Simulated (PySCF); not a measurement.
methane (CH4), SMILES C.

Coordinates come from a PBE0-D3(BJ)/def2-TZVPD optimisation.

Two levels are set side by side: TDA-PBE/def2-TZVPD (PySCF) and TDA-PBE0/def2-TZVPD (PySCF). Vertical, same geometry. The lowest singlet is HOMO−2→LUMO 100 % with PBE and HOMO→LUMO 100 % with the other functional; states are paired by order. Differences are taken from unrounded values.

| quantity | TDA-PBE0 |
|---|---|
| lowest singlet excitation (eV) | 10.20 |
| lowest triplet excitation (TDA) (eV) | 9.76 |
| first bright state (f over 0.05) (eV) | 10.20 |
| its oscillator strength | 0.13 |

Q: What does TDA-PBE give, and how far is it from TDA-PBE0? (An estimate is asked for; the answer gives what the named calculation found.)

A: 
```json
[
 {"quantity": "lowest singlet excitation (eV)", "TDA-PBE": "9.56", "TDA-PBE minus TDA-PBE0": "-0.64"},
 {"quantity": "lowest triplet excitation (TDA) (eV)", "TDA-PBE": "9.20", "TDA-PBE minus TDA-PBE0": "-0.55"},
 {"quantity": "first bright state (f over 0.05) (eV)", "TDA-PBE": "9.56", "TDA-PBE minus TDA-PBE0": "-0.64"},
 {"quantity": "its oscillator strength", "TDA-PBE": "0.11", "TDA-PBE minus TDA-PBE0": "-0.02"}
]
```

Functionals without exact exchange tend to place singlet excitations lower, as here. Differences between two approximate levels are no errors against the true value.

Rough cost on one machine, each run with all the roots and properties that it gave: TDA-PBE0 against TDA-PBE within a factor of 2.
